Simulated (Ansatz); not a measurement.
## How methods differ on SiH (SMILES [SiH])

SiH has 2 atoms, charge 0, and is taken as a doublet. As SMILES, `[SiH]`. The shape is that of a PBE0-D4/def2-TZVP optimisation.

```tsv
atom	x (Å)	y (Å)	z (Å)
Si	0.0000	0.0000	-0.0076
H	0.0000	0.0000	1.5241
```

Each level gives the vertical energy of the quartet above the doublet (eV). The values are calculated.

```tsv
level	kind	program	value (eV)	less FCI/6-311G**
UHF/6-311G**	Hartree–Fock	Ansatz	0.94	-0.61
U-r2SCAN/6-311G**	meta-GGA	Ansatz	1.33	-0.22
UBHLYP/6-311G**	global hybrid	Ansatz	1.84	+0.29
UCAM-B3LYP/6-311G**	range-separated hybrid	Ansatz	1.84	+0.29
UHSE06/6-311G**	range-separated hybrid	Ansatz	1.54	-0.01
UCCSD(T)/6-311G**	coupled cluster or CI	Ansatz	1.54	-0.01
UCCSDT/6-311G**	coupled cluster or CI	Ansatz	1.54	-0.01
FCI/3-21G	exact in the basis	Ansatz	1.14	-0.41
FCI/6-311G**	exact in the basis	Ansatz	1.55	0.00
```

FCI/6-311G** is exact within its basis and frozen core, so for wave-function methods in that basis the difference is their error; functionals converge differently with the basis, so for them it is only a difference. The values span 0.94 to 1.84 eV. High-level rows in very small sets aren't better than simpler rows in larger ones.
